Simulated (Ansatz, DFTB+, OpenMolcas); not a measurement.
## Strength of the O–O bond: HNO3 → OH + NO2

Species: HNO3 (peroxynitrous acid) `O=NOO`, singlet; OH, doublet; NO2 (nitrogen dioxide) `[O]N=O`, doublet. 

Shapes, held fixed at every level: PBE0-D4/def2-TZVP. Flexible molecules stand in one conformer, not always the lowest. Programs: Ansatz 0.2.0, DFTB+ 25.1, OpenMolcas 26.06. A level may come from different programs for different species; with the same settings they agree closely. The zero-point and thermal change to 298 K, harmonic and unscaled (PBE0-D4/def2-TZVP), is -11.3 kJ/mol.

```tsv
level	kind	ΔH(298 K) (kJ/mol)	less CCSD(T)/CBS estimate
DFTB2	semi-empirical	+112.2	+22.8
SPW92/def2-TZVPP	LDA	+184.6	+95.2
r2SCAN-D4/def2-TZVPP	meta-GGA	+70.3	-19.1
B3LYP/6-31G* (spherical functions)	global hybrid	+82.3	-7.1
r2SCAN0-D4/def2-TZVPP	global hybrid	+44.0	-45.4
wB97M-V/def2-TZVPP	range-separated hybrid	+88.4	-1.0
B2PLYP/def2-TZVPP	double hybrid	+60.1	-29.3
CCSD/def2-TZVPP	coupled cluster or CI	+62.2	-27.2
CCSD(T)/CBS estimate	coupled cluster or CI	+89.4	0.0
```

The highest level, CCSD(T)/CBS estimate, gives ΔH(298 K) = +89.4 kJ/mol; the levels span +44.0 to +184.6. The column of differences is taken from that level and isn't an error. No measured value is set beside it here. T1 is large for HNO3 (0.025), so single-reference values are less sure there. Open shells run unrestricted. The CBS estimate extrapolates MP2 from def2-TZVPP and def2-QZVPP and adds CCSD(T) − MP2 in the triple-zeta set, cores frozen.
